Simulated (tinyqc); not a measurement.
Inside a calculation. Method: G0W0 on RHF in the sto-3g basis, for H2O, spin multiplicity 1. One step of it, computed by the program tinyqc.

Task: Iteration 7 (converged): orbitals. Diagonalise F' = X^T F X, C = X C', fill 5 alpha and 5 beta electrons from the bottom; D = 2 C_occ C_occ^T. Each column has its largest component positive (the first on a tie).

converged F (hartree), lower triangle:
```
             1O 1s      1O 2s     1O 2px     1O 2py     1O 2pz      2H 1s      3H 1s
1O 1s   -20.228225
1O 2s    -5.164107  -2.468202
1O 2px    0.000000   0.000000  -0.396993
1O 2py    0.000000   0.000000   0.000000  -0.363914
1O 2pz   -0.031278  -0.155773   0.000000   0.000000  -0.391236
2H 1s    -1.368545  -1.130132   0.000000  -0.406880  -0.391356  -0.664095
3H 1s    -1.368545  -1.130132   0.000000   0.406880  -0.391356  -0.476148  -0.664095
```

X, lower triangle:
```
            1O 1s      1O 2s    1O 2px     1O 2py     1O 2pz      2H 1s     3H 1s
1O 1s    1.024431
1O 2s   -0.146561   1.299533
1O 2px   0.000000   0.000000  1.000000
1O 2py   0.000000   0.000000  0.000000   1.134207
1O 2pz  -0.011583   0.135295  0.000000   0.000000   1.065939
2H 1s    0.023076  -0.334773  0.000000  -0.259690  -0.163669   1.257866
3H 1s    0.023076  -0.334773  0.000000   0.259690  -0.163669  -0.108488  1.257866
```

Give: F' = X^T F X; orbital energies; coefficients C; D after iteration 7.

Result:

F' = X^T F X (hartree), lower triangle:
```
          1        2        3        4        5        6       7
1  -19.8458
2   -2.6956  -1.1830
3    0.0000   0.0000  -0.3970
4    0.0000   0.0000   0.0000  -0.0141
5   -0.0540   0.1203   0.0000   0.0000  -0.2187
6   -0.2377  -0.5727   0.0000  -0.5116  -0.3495   0.0450
7   -0.2377  -0.5727   0.0000   0.5116  -0.3495  -0.1325  0.0450
```

orbital energies (hartree): MO1 -20.2373, MO2 -1.3020, MO3 -0.6481, MO4 -0.4623, MO5 -0.3970, MO6 0.6668, MO7 0.8115

coefficients C:
```
            MO1      MO2      MO3      MO4     MO5      MO6      MO7
1O 1s    0.9940  -0.2307   0.0000   0.1064  0.0000  -0.1400   0.0000
1O 2s    0.0279   0.8126   0.0000  -0.5559  0.0000   0.9913   0.0000
1O 2px   0.0000   0.0000   0.0000   0.0000  1.0000   0.0000   0.0000
1O 2py   0.0000   0.0000   0.6110   0.0000  0.0000   0.0000   1.0237
1O 2pz   0.0050   0.1520   0.0000   0.7873  0.0000   0.7519   0.0000
2H 1s   -0.0067   0.1613   0.4414   0.2546  0.0000  -0.8420  -0.8978
3H 1s   -0.0067   0.1613  -0.4414   0.2546  0.0000  -0.8420   0.8978
```

D after iteration 7, lower triangle:
```
          1O 1s    1O 2s  1O 2px   1O 2py  1O 2pz    2H 1s   3H 1s
1O 1s    2.1051
1O 2s   -0.4377   1.9403
1O 2px   0.0000   0.0000  2.0000
1O 2py   0.0000   0.0000  0.0000   0.7466
1O 2pz   0.1073  -0.6280  0.0000   0.0000  1.2859
2H 1s   -0.0335  -0.0214  0.0000   0.5394  0.4499   0.5715
3H 1s   -0.0335  -0.0214  0.0000  -0.5394  0.4499  -0.2079  0.5715
```
